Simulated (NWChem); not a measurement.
**MP2/6-31G(d) (spherical functions, frozen virtual 0) run of H4P2 (diphosphine)**

What is the vertical ionisation energy of H4P2 (diphosphine) at MP2/6-31G* (spherical functions, frozen virtual 0)? 

The results are computed with NWChem 7.3.0.

## 1. The molecule

H4P2: 6 atoms, total charge 0, spin state singlet. SMILES: `PP`. Geometry: relaxed at PBE0-D4/def2-TZVP.

Bond lengths: P1–P2 2.227 Å, P1–H3 1.422 Å, P1–H4 1.422 Å, P2–H5 1.422 Å, P2–H6 1.422 Å. Angles: P1–P2–H5 93.6°, P1–P2–H6 93.6°, P2–P1–H3 93.6°, P2–P1–H4 93.6°, H5–P2–H6 92.0°, H3–P1–H4 92.0°.

## 2. A single-point energy at MP2/6-31G(d) (spherical functions, frozen virtual 0)

The input, mol.nw:

```
start mol
title "H4P2"
memory 2200 mb

geometry units angstrom noautosym nocenter noautoz
   P        0.365100      -1.048800      -0.082300
   P       -0.365200       1.049100       0.078100
   H       -0.497000      -1.521600       0.945000
   H       -0.572100      -1.392900      -1.094900
   H        0.502800       1.524600      -0.942900
   H        0.566400       1.389600       1.097000
end

basis spherical bse
   P library 6-31G*
   H library 6-31G*
end

scf
   nopen 0
   rhf
   thresh 1e-08
   maxiter 80
   print low
end

mp2
   freeze core 10
   tight
end

task mp2 energy
```

Launch:

```bash
$ nwchem mol.nw > mol.out
```

Log (excerpt; [...] marks lines left out):

```text
[...]
  functions       =    44
[...]
  wavefunction    = RHF
[...]
         Total SCF energy =   -683.745970788842
      One-electron energy =  -1122.383996801763
      Two-electron energy =    350.018965660860
 Nuclear repulsion energy =     88.619060352061
        Time for solution =      3.1s
[...]
          Total MP2 energy          -683.948652785250
[...]
```

It took 4.5 s on 1 thread of Intel Xeon Platinum 8488C (Sapphire Rapids), shared host; peak memory 0.1 GiB.

## 3. The doublet cation at the same level

The input, h4p2.xyz:

```xyz
6

P      0.365100    -1.048800    -0.082300
P     -0.365200     1.049100     0.078100
H     -0.497000    -1.521600     0.945000
H     -0.572100    -1.392900    -1.094900
H      0.502800     1.524600    -0.942900
H      0.566400     1.389600     1.097000
```

The input, h4p2.nw:

```
start h4p2
memory 2200 mb
charge 1

geometry units angstroms noautosym nocenter noautoz
 load h4p2.xyz
end

basis spherical bse
 * library 6-31G*
end

scf
 doublet
 uhf
 thresh 1e-08
 maxiter 80
 noprint "final vectors analysis"
end

mp2
 freeze core 10
 tight
end

task mp2 energy
```

Launch:

```bash
$ nwchem h4p2.nw > h4p2.out
```

Log (excerpt; [...] marks lines left out):

```text
[...]
  functions       =    44
[...]
  wavefunction    = UHF
[...]
         Total SCF energy =   -683.439188228684
      One electron energy =  -1113.595808092451
      Two electron energy =    341.537559511706
 Nuclear repulsion energy =     88.619060352061
                       Sz =      0.5000
                 Sz(Sz+1) =      0.7500
                      S^2 =      0.8194
[...]
          Total MP2 energy          -683.625154023047
[...]
```

It took 7.5 s on 1 thread of Intel Xeon Platinum 8488C (Sapphire Rapids), shared host; peak memory 0.1 GiB.

## 4. Results

At MP2/6-31G* (spherical functions, frozen virtual 0), 10 core orbitals frozen:

| quantity | value |
| --- | --- |
| singlet H4P2: total energy | -683.94865 Eh |
| singlet H4P2: correlation energy (10 core orbitals frozen) | -202.7 mEh |
| doublet cation: total energy | -683.62515 Eh |
| doublet cation: correlation energy (10 core orbitals frozen) | -186.0 mEh |
| doublet cation: ⟨S²⟩ | 0.819 |
| vertical ionisation energy (to the doublet cation) | 8.803 eV |

Removing an electron at fixed nuclei costs 8.80 eV (203 kcal/mol). Mulliken charges (doublet cation) run from +0.10 on H3 to +0.30 on P1; they depend strongly on the basis.
